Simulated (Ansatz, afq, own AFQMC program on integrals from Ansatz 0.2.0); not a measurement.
Atomization energy of N2H, doublet

```xyz
3

N     0.0000   -0.1292    0.5306
N     0.0000    0.0784   -0.6154
H     0.0000    0.7060    1.1777
```

Connectivity, by distances: NH–N.

Atoms in their ground-state spins without spin–orbit coupling (mostly on UHF) minus the molecule (UHF), without zero-point energy. The geometry is a stationary point, not shown to be a minimum.

Basis aug-cc-pVDZ. Only valence electrons are correlated. AFQMC by an in-house program on the Cholesky factors that Ansatz 0.2.0 writes for its CCSD(T) run. ph-AFQMC/CISD is guided by a CISD state made of CCSD amplitudes; releasing the constraint for a short imaginary time cuts its bias at the price of noise, slowly where states lie close. Free projection: walkers drawn from exp(T), propagated without any constraint. Its projection time is finite, and what remains of the start isn't in its error. Uncertainties: one standard error, sampling alone. The errors of all members are added in quadrature.

No full CI on the walks' own integrals is used here; CCSDT(Q) serves as the reference and is uncertain by about the last step of the cluster series. Each member takes its own surest rung, up to full CI.

The best estimate is CCSD(T) at the basis-set limit (CBS: def2-TZVPP and def2-QZVPP, with their diffuse functions for anions and beside diffuse sets, CCSD(T) itself extrapolated) plus the step from CCSD(T) to CCSDT(Q) in aug-cc-pVDZ. Rows without CBS are in aug-cc-pVDZ, the functionals in def2-TZVP; B2PLYP and the wave-function rows carry a basis error of their own. Core correlation and relativity beyond core potentials are missing, and ± holds the sampling alone.

Cautions: N₂H (doublet): unrestricted determinant slightly spin contaminated (⟨S²⟩ 0.85 against 0.75), its ph-AFQMC/CISD value lies 16 ± 5 meV above CCSDT(Q).

Best estimate: 9.698 eV.

| level | atomization energy (eV) | error against the best estimate (eV) |
| --- | --- | --- |
| HF | 4.383 | -5.316 |
| MP2 | 8.499 | -1.199 |
| CCSD | 8.214 | -1.485 |
| CCSD(T) | 8.493 | -1.205 |
| CCSDT | 8.502 | -1.197 |
| CCSDT(Q) | 8.537 | -1.161 |
| ph-AFQMC/CISD | 8.522 ± 0.005 | -1.176 ± 0.005 |
| released AFQMC | 8.529 ± 0.004 | -1.169 ± 0.004 |
| free AFQMC | 8.537 ± 0.007 | -1.161 ± 0.007 |
| HF/CBS | 4.602 | -5.096 |
| MP2/CBS | 9.607 | -0.092 |
| CCSD(T)/CBS | 9.655 | -0.044 |
| PBE | 10.711 | 1.013 |
| r2SCAN | 9.714 | 0.016 |
| PBE0 | 9.887 | 0.189 |
| B3LYP | 10.077 | 0.379 |
| wB97M-V | 9.925 | 0.227 |
| B2PLYP | 9.815 | 0.116 |

Correlation beyond CCSD(T) adds 0.044 eV. Going to the basis-set limit adds 1.162 eV at CCSD(T). The perturbative (T) step is worth +0.279 eV. The functionals spread over 0.997 eV; r2SCAN comes nearest and PBE is 1.013 eV too high.

Best estimates are given only where the step beyond CCSD(T) is under 0.3 eV and no member's determinant is very poor (T1 over 0.05, or 0.07 for open shells, ⟨S²⟩ too high by 0.3, two states mixed), so the hardest cases are missing from such tables.

The functionals ran in a triple-zeta set and keep a basis error of their own, a few kJ/mol for each bond in atomization energies and more for double hybrids, so close places among them and the extrapolated levels can swap.

CCSDT and higher add their correlation energy to the determinant of the CCSD(T) run, since their own runs factorise the integrals more tightly (a shift of under 2 meV). Free projections are given only where their last times agree within the noise and don't stop above the reference; a slow remainder of the start can still hide under it. Each member of a difference takes its own highest rung, so a best estimate needn't equal the limit plus the step of one row. A walk keeps the symmetry of its determinant, which the program's search chose and which needn't be the lowest solution, so a lower state of the same spin and another symmetry isn't excluded. Released energies are given only where the last usable release times agree within the noise; a slower fall can still hide under it.
